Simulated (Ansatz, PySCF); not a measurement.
Dissociation curve of H2, singlet.

Computed with: UKS-M06-2X/6-31G* = unrestricted M06-2X/6-31G*, spherical d (PySCF); RKS-B3LYP/3-21G = restricted B3LYP/3-21G (PySCF); RKS-PBE0 = restricted PBE0/cc-pVTZ in Ansatz (a program for electronic structure); FCI = full CI/cc-pVTZ, frozen core run with Ansatz.

Energies relative to the lowest point of each curve near equilibrium, in eV:

```json
[
 {"R / Å": "0.63", "UKS-M06-2X/6-31G*": "0.280", "RKS-B3LYP/3-21G": "0.325", "RKS-PBE0": "0.311"},
 {"R / Å": "0.75", "UKS-M06-2X/6-31G*": "0.003", "RKS-B3LYP/3-21G": "0.000", "RKS-PBE0": "0.000"},
 {"R / Å": "0.78", "UKS-M06-2X/6-31G*": "0.032", "RKS-B3LYP/3-21G": "0.019", "RKS-PBE0": "0.020"},
 {"R / Å": "0.80", "UKS-M06-2X/6-31G*": "0.066", "RKS-B3LYP/3-21G": "0.048", "RKS-PBE0": "0.048"},
 {"R / Å": "1.01", "UKS-M06-2X/6-31G*": "0.835", "RKS-B3LYP/3-21G": "0.779", "RKS-PBE0": "0.768"},
 {"R / Å": "1.24", "UKS-M06-2X/6-31G*": "1.982", "RKS-B3LYP/3-21G": "1.893", "RKS-PBE0": "1.883"},
 {"R / Å": "1.33", "UKS-M06-2X/6-31G*": "2.430", "RKS-B3LYP/3-21G": "2.328", "RKS-PBE0": "2.322"},
 {"R / Å": "1.67", "UKS-M06-2X/6-31G*": "3.874", "RKS-B3LYP/3-21G": "3.816", "RKS-PBE0": "3.811"},
 {"R / Å": "1.84", "UKS-M06-2X/6-31G*": "4.238", "RKS-B3LYP/3-21G": "4.439", "RKS-PBE0": "4.430"},
 {"R / Å": "2.02", "UKS-M06-2X/6-31G*": "4.455", "RKS-B3LYP/3-21G": "5.009", "RKS-PBE0": "4.994"},
 {"R / Å": "2.25", "UKS-M06-2X/6-31G*": "4.592", "RKS-B3LYP/3-21G": "5.614", "RKS-PBE0": "5.591"},
 {"R / Å": "2.98", "UKS-M06-2X/6-31G*": "4.665", "RKS-B3LYP/3-21G": "6.835", "RKS-PBE0": "6.785"}
]
```

Estimate the FCI values at these points.

0.63: 0.296; 0.75: 0.001; 0.78: 0.023; 0.80: 0.052; 1.01: 0.767; 1.24: 1.822; 1.33: 2.219; 1.67: 3.433; 1.84: 3.849; 2.02: 4.162; 2.25: 4.414; 2.98: 4.668 (eV).

The unrestricted determinant behind UKS-M06-2X/6-31G* is spin-contaminated at 1.67 to 2.98 Å (<S²> up to 1.0, against 0.00 for a pure singlet). The restricted form behind RKS-B3LYP/3-21G, RKS-PBE0 keeps the bonding electrons paired and can't separate into open-shell fragments.
